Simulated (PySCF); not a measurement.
PySCF input (BP86/def2-SVP):

```python
from pyscf import gto, dft

mol = gto.M(
    atom='''
    C    -0.07275672    1.12916893    0.00212857
    S    -0.04234019   -0.64860717   -0.00102657
    H     1.30459006   -0.82487224   -0.00447189
    H    -1.11267682    1.44681760    0.00510357
    H     0.46310493    1.48883727    0.88953771
    H     0.45896518    1.49191853   -0.88651564
    ''',
    basis='def2-svp',
    charge=1,
    spin=1,
    verbose=4,
)

mf = dft.UKS(mol, xc='bp86')
mf.grids.level = 3
mf.conv_tol = 1e-9
mf.max_cycle = 100
mf.max_memory = 1500
mf.kernel()
if not mf.converged:
    mf = mf.newton()
    mf.kernel(mf.make_rdm1())
mo, _, stable, _ = mf.stability(return_status=True)
if not stable:
    mf.kernel(mf.make_rdm1(mo, mf.mo_occ))
    stable = mf.stability(return_status=True)[2]
mf.dip_moment()
```

From the output:

```
XC functionals = bp86
    A. D. Becke,  Phys. Rev. A 38, 3098 (1988)
    J. P. Perdew,  Phys. Rev. B 33, 8822 (1986)
    J. P. Perdew,  Phys. Rev. B 34, 7406–7406 (1986)
radial grids:
    Treutler-Ahlrichs [JCP 102, 346 (1995); DOI:10.1063/1.469408] (M4) radial grids

becke partition: Becke, JCP 88, 2547 (1988); DOI:10.1063/1.454033
pruning grids: <function nwchem_prune>
grids dens level: 3
symmetrized grids: False
atomic radii adjust function: <function treutler_atomic_radii_adjust>
small_rho_cutoff = 0
Set gradient conv threshold to 3.16228e-05
tot grids = 72232
init E= -438.540959086877
  alpha nocc = 13  HOMO = -0.267422938872306  LUMO = -0.0359267451745602
  beta  nocc = 12  HOMO = -0.355726112372392  LUMO = -0.267422938872304

WARN: HOMO -0.267422938872306 >= LUMO -0.267422938872304

cycle= 1 E= -438.21307542274  delta_E= 0.328  |g|= 0.211  |ddm|= 1.65
  alpha nocc = 13  HOMO = -0.547944351750766  LUMO = -0.289703319944273
  beta  nocc = 12  HOMO = -0.567045060581797  LUMO = -0.513578223847131
  HOMO = -0.547944351751  LUMO = -0.513578223847  gap/eV = 0.93515
cycle= 2 E= -438.121883188066  delta_E= 0.0912  |g|= 0.42  |ddm|= 0.683
  alpha nocc = 13  HOMO = -0.540394248013706  LUMO = -0.259314813352785
  beta  nocc = 12  HOMO = -0.580203811894684  LUMO = -0.487263703670102
  HOMO = -0.540394248014  LUMO = -0.48726370367  gap/eV = 1.44576
cycle= 3 E= -438.238607734873  delta_E= -0.117  |g|= 0.0504  |ddm|= 0.477
  alpha nocc = 13  HOMO = -0.537310889889877  LUMO = -0.256155002746128
  beta  nocc = 12  HOMO = -0.576663214540936  LUMO = -0.48138551744301
  HOMO = -0.53731088989  LUMO = -0.481385517443  gap/eV = 1.52181
cycle= 4 E= -438.240238476302  delta_E= -0.00163  |g|= 0.0129  |ddm|= 0.0624
  alpha nocc = 13  HOMO = -0.54033926082065  LUMO = -0.257994683104013
  beta  nocc = 12  HOMO = -0.577885385387896  LUMO = -0.482678481819227
  HOMO = -0.540339260821  LUMO = -0.482678481819  gap/eV = 1.56903
cycle= 5 E= -438.240330745519  delta_E= -9.23e-05  |g|= 0.0036  |ddm|= 0.0163
  alpha nocc = 13  HOMO = -0.539851199579596  LUMO = -0.257448719672935
  beta  nocc = 12  HOMO = -0.577224438658662  LUMO = -0.481796602831864
  HOMO = -0.53985119958  LUMO = -0.481796602832  gap/eV = 1.57975
cycle= 6 E= -438.240339139282  delta_E= -8.39e-06  |g|= 0.00127  |ddm|= 0.00575
  alpha nocc = 13  HOMO = -0.540119970186978  LUMO = -0.257640137990407
  beta  nocc = 12  HOMO = -0.577502370247325  LUMO = -0.481973688640366
  HOMO = -0.540119970187  LUMO = -0.48197368864  gap/eV = 1.58224
cycle= 7 E= -438.240340119181  delta_E= -9.8e-07  |g|= 0.000323  |ddm|= 0.00182
  alpha nocc = 13  HOMO = -0.540147940199916  LUMO = -0.257695102649141
  beta  nocc = 12  HOMO = -0.577520298047856  LUMO = -0.481974236103186
  HOMO = -0.5401479402  LUMO = -0.481974236103  gap/eV = 1.58299
cycle= 8 E= -438.240340207349  delta_E= -8.82e-08  |g|= 8.79e-05  |ddm|= 0.000583
  alpha nocc = 13  HOMO = -0.540147040395532  LUMO = -0.257690216450844
  beta  nocc = 12  HOMO = -0.57751413572489  LUMO = -0.481965102403027
  HOMO = -0.540147040396  LUMO = -0.481965102403  gap/eV = 1.58321
cycle= 9 E= -438.240340213806  delta_E= -6.46e-09  |g|= 1.68e-05  |ddm|= 0.000139
  alpha nocc = 13  HOMO = -0.54014811866938  LUMO = -0.257689959104461
  beta  nocc = 12  HOMO = -0.577514910007765  LUMO = -0.481966771148838
  HOMO = -0.540148118669  LUMO = -0.481966771149  gap/eV = 1.58320
cycle= 10 E= -438.240340214042  delta_E= -2.36e-10  |g|= 5.25e-06  |ddm|= 2.68e-05
  alpha nocc = 13  HOMO = -0.540146675337868  LUMO = -0.257689784844005
  beta  nocc = 12  HOMO = -0.577514204780307  LUMO = -0.481965646025094
  HOMO = -0.540146675338  LUMO = -0.481965646025  gap/eV = 1.58319
Extra cycle  E= -438.240340214052  delta_E= -9.83e-12  |g|= 4.44e-06  |ddm|= 1.27e-05
converged SCF energy = -438.240340214052  <S^2> = 0.75247724  2S+1 = 2.0024757
uhf_internal: lowest eigs of H = [0.1877332  0.27468622 0.36043684]
<class 'pyscf.dft.uks.UKS'> wavefunction is stable in the internal stability analysis

WARN: System has nonzero charge 1; the dipole moment is origin-dependent.
Location of origin: [0. 0. 0.]

Dipole moment(X, Y, Z, Debye):  1.28233,  0.68183, -0.00181
```

The dipole moment of an ion depends on the origin.

The geometry given is a B3LYP-D3(BJ)/def2-TZVP minimum.
